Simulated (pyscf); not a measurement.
PySCF, gas phase, ωB97X-D3(BJ)/def2-SVP geometries. MP2 and CC: frozen core, UHF for open shells. ΔMP2 is the change of the MP2 total energy from the triple- to the quadruple-zeta basis.

### Question
For the elementary gas-phase step ammonia (NH₃) + F–SiH₂–Cl → H₂N–SiH₂–F + hydrogen chloride (HCl) (singlet surface; H–N, Cl–Si broken, N–Si, Cl–H formed), what barrier and reaction energy does CCSD(T)/def2-TZVPP + ΔMP2(QZVPP) give, measured from the separated reactants?

### Answer
ΔE‡ = 50.5 kJ/mol, ΔE = +31.4 kJ/mol. Zero-point energy shifts the barrier by -2.4 kJ/mol. It is a four-centre exchange, with an imaginary mode of 526i cm⁻¹. On the reactant side the descent ends in an adduct with a N–Si contact, 1.8 kJ/mol under the separated species and 45.5 kJ/mol under the saddle at ωB97X-D3(BJ)/def2-TZVP. On the product side the descent ends in a complex, 23.5 kJ/mol under the separated species and 29.9 kJ/mol under the saddle at ωB97X-D3(BJ)/def2-TZVP. What is counted as formed (N–Si) is already present as a longer contact in the reactant adduct; forming that adduct is a step of its own. One saddle was located; it need not be the lowest between these sides. The CCSD(T) − MP2 part came from Ansatz, without density fitting, on the same reference.
